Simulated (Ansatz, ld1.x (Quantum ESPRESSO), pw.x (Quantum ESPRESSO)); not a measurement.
# Equation-of-state test of one PAW potential (lithium)

- Element: lithium (Li)
- Generator: ld1.x (Quantum ESPRESSO) 7.5
- Type: PAW
- Functional: PBEsol
- Relativity: scalar-relativistic
- Frozen core: none
- Valence charge: 3
- Reference configuration: 1s2 2s1 2p0
- Partial waves: 1s (bound): rcut 0.95, rcutus 1.15 bohr; 2s (bound): rcut 0.95, rcutus 1.15 bohr; 2p (bound, empty): rcut 3.25, rcutus 4.50 bohr; 2p channel at 0.3 Ry: rcut 3.25, rcutus 4.50 bohr; 3d channel at 0.3 Ry: rc 4.50 bohr
- Local potential: the d channel
- Core correction: none
- Augmentation charge: PSQ, inside the norm-conserving radii

Atomic tests: cutoffs needed: 45 Ry and 70 Ry (the cutoffs (Ry, on a coarse ladder) from which the occupation-weighted sum of valence levels, in a spherical-Bessel basis at the reference potential, stays within 10 and 1 mRy of its value at 400 Ry); ghost test: no extra level below or beside the all-electron valence levels (s, p, d, f tested) (spherical-Bessel basis up to 400 Ry, 20 bohr box); configuration tests: test run stopped at test 3 of 4 (negative rho), 2 before it not solved.

Crystal test: fcc Li in pw.x 7.5, no spin, 13³ k-points, Fermi–Dirac smearing 0.01 Ry, cutoffs 85/680 Ry. The lattice is a test structure that the element need not adopt, and mesh and smearing are coarse.

pw.x input:

```
&control
  calculation='scf', prefix='x', pseudo_dir='./', outdir='./tmp', tstress=.true., disk_io='low'
/
&system
  ibrav=0, nat=1, ntyp=1, ecutwfc=85, ecutrho=680, nbnd=8,
  occupations='smearing', smearing='fd', degauss=0.01
/
&electrons
  conv_thr=1e-09, mixing_beta=0.4, electron_maxstep=70
/
ATOMIC_SPECIES
Li 1.0 Li.UPF
CELL_PARAMETERS angstrom
  0.00000000 2.16607742 2.16607742
  2.16607742 0.00000000 2.16607742
  2.16607742 2.16607742 0.00000000
ATOMIC_POSITIONS crystal
Li 0.0000 0.0000 0.0000
K_POINTS automatic
13 13 13 0 0 0
```

```bash
pw.x < Li.scf.in > Li.scf.out
```

**Question.** How does the run end?

**Answer.** It converges; the pressure is 2.92 GPa against -0.05 GPa from all-electron LAPW. The largest radius (4.50 bohr) exceeds half the bond length (2.89 bohr), so the spheres overlap, which is one possible source of error among others. This is a poor potential for the solid. Atomic configuration tests: test run stopped at test 3 of 4 (negative rho), 2 before it not solved. The log shows:

```
     using ibrav=0 with symmetry is DISCOURAGED, use correct ibrav instead
     lattice parameter (alat)  =       5.7888  a.u.
     unit-cell volume          =     137.1666 (a.u.)^3
     number of electrons       =         3.00
     number of Kohn-Sham states=            8
     kinetic-energy cutoff     =      85.0000  Ry
     charge density cutoff     =     680.0000  Ry
     scf convergence threshold =      1.0E-09
     Exchange-correlation= SLA  PW   PSX  PSC
     number of k points=    84  Fermi-Dirac smearing, width (Ry)=  0.0100
     iteration #  1     ecut=    85.00 Ry     beta= 0.40
     total energy              =     -14.87855321 Ry
     estimated scf accuracy    <       0.35168427 Ry
     iteration #  2     ecut=    85.00 Ry     beta= 0.40
     total energy              =     -14.90068444 Ry
     estimated scf accuracy    <       0.00181126 Ry
     iteration #  3     ecut=    85.00 Ry     beta= 0.40
     total energy              =     -14.90085578 Ry
     estimated scf accuracy    <       0.00019858 Ry
     iteration #  4     ecut=    85.00 Ry     beta= 0.40
     total energy              =     -14.90088832 Ry
     estimated scf accuracy    <       0.00021214 Ry
     [... 5 iterations left out ...]
     iteration # 10     ecut=    85.00 Ry     beta= 0.40
     total energy              =     -14.90089789 Ry
     estimated scf accuracy    <       0.00000003 Ry
     iteration # 11     ecut=    85.00 Ry     beta= 0.40
     total energy              =     -14.90089821 Ry
     estimated scf accuracy    <          7.3E-09 Ry
     iteration # 12     ecut=    85.00 Ry     beta= 0.40
     total energy              =     -14.90089825 Ry
     estimated scf accuracy    <       0.00000004 Ry
     iteration # 13     ecut=    85.00 Ry     beta= 0.40
     the Fermi energy is     1.5577 ev
!    total energy              =     -14.90089825 Ry
     estimated scf accuracy    <          4.9E-10 Ry
     smearing contrib. (-TS)   =      -0.00255028 Ry
     convergence has been achieved in  13 iterations
          total   stress  (Ry/bohr**3)                   (kbar)     P=       29.23
```
